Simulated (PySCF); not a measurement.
Species, as SMILES: C(F)F.
Geometry (B3LYP-D3(BJ)/def2-TZVP, fixed):
```xyz
5

C      0.0044     0.0053     0.5043
F     -0.0170     1.1024    -0.3021
F      0.0119    -1.1085    -0.2792
H     -0.9025    -0.0002     1.1113
H      0.9218     0.0234     1.0951
```
Charge 0, spin multiplicity 1.

Basis-set convergence of the mean static polarisability at HF with PySCF. All functions are spherical. Density fitting with generated auxiliary sets. In sets without p functions on hydrogen, species with hydrogen take exact integrals. No added dispersion term, no relativity. Reference: the value in d-aug-cc-pVTZ, 16.18 bohr³, itself unsure by roughly 0.5 % (its mean distance from aug-pcseg-2, aug-cc-pVTZ). Deviations are taken from unrounded values. Cost is core time over that of def2-TZVP, rough, on shared machines of one kind; a dash marks a row that isn't timed (too short, read off another run, short of memory, by another algorithm or on other hardware).

| basis | functions | mean static polarisability (bohr³) | minus reference (%) | cost |
|---|---|---|---|---|
| 6-31G* | 46 | 12.24 | -24.4 | - |
| pcseg-1 | 52 | 12.05 | -25.6 | - |
| 6-311G** | 66 | 12.14 | -25.0 | - |
| def2-TZVP | 105 | 14.25 | -12.0 | 1× |
| pcseg-2 | 118 | 14.37 | -11.2 | 1× |
| def2-TZVPP | 121 | 14.47 | -10.6 | 2× |
| 6-311++G(3df,3pd) | 153 | 15.79 | -2.4 | 3× |
| def2-QZVPP | 231 | 15.36 | -5.1 | 9× |
| pcseg-3 | 246 | 15.85 | -2.1 | 10× |
